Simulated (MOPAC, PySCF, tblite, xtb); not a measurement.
Energy landscape of CH₄Cl (anion, charge -1), singlet: backside substitution at C, threefold axis kept. Scanned: C-Cl distance and C-H distance. Other coordinates (H-C-H angle, C-H length) were minimised at B3LYP/def2-SVPD.

Levels of theory: GFN2-xTB, 300 K electronic temperature (tblite); RHF/aug-cc-pVDZ (PySCF); CAM-B3LYP/aug-cc-pVDZ (PySCF); PBE/aug-cc-pVDZ (PySCF); MP2 on RHF/aug-cc-pVDZ, 6 core orbitals frozen (PySCF); CCSD on RHF/aug-cc-pVDZ, 6 core orbitals frozen (PySCF); CCSD(T) on RHF/aug-cc-pVDZ, 6 core orbitals frozen (PySCF); PM3, restricted, heats of formation (MOPAC); PM7, restricted, heats of formation (MOPAC); GFN1-xTB (xtb); RKS-B3LYP/6-31G* = restricted B3LYP/6-31G*, spherical d (PySCF); RKS-B3LYP/LANL2DZ = PySCF 2.14.0 with restricted B3LYP/LANL2DZ, with its core potentials past Ne; RHF/6-31G* = restricted Hartree-Fock/6-31G*, spherical d run with PySCF; RHF/LANL2DZ = restricted Hartree-Fock/LANL2DZ, with its core potentials past Ne (PySCF 2.14.0).

Energies in kcal/mol at chosen points (x: C-Cl distance (Å); y: C-H distance (Å)), relative to x = 3.96, y = 1.09:

```
method             (3.42, 1.02)  (2.03, 1.42)  (1.80, 2.40)  (3.06, 1.85)  (2.77, 1.42)  (2.54, 2.07)  (2.54, 1.02)
-----------------  ------------  ------------  ------------  ------------  ------------  ------------  ------------
GFN2-xTB                    2.2          64.4          67.4          58.7          24.0          68.2          15.5
RHF                         3.7          95.9          93.0          67.2          32.2          85.0          28.6
CAM-B3LYP                   3.1          81.0          85.7          61.7          27.2          77.3          23.5
PBE                         3.5          71.8          79.3          54.9          24.3          67.1          23.2
MP2                         3.0          81.5          88.4          63.5          26.9          81.4          23.2
CCSD                        3.3          83.8          85.8          59.1          26.3          76.7          24.4
CCSD(T)                     3.3          81.4          84.5          57.0          25.3          73.4          23.9
PM3                         1.7          62.3         120.1          76.4          24.5         100.6           9.0
PM7                         0.3          71.3         149.6          82.0          27.9         110.1          11.1
GFN1-xTB                    1.5          80.5         114.7          66.8          24.6          86.7          14.8
RKS-B3LYP/6-31G*            2.9          81.9          98.7          59.2          26.4          74.5          24.2
RKS-B3LYP/LANL2DZ           3.0          85.8         107.2          59.1          26.4          74.5          25.5
RHF/6-31G*                  3.2          98.8         112.0          69.6          32.4          90.5          27.7
RHF/LANL2DZ                 2.9         102.1         122.7          69.7          32.2          90.5          28.2
```
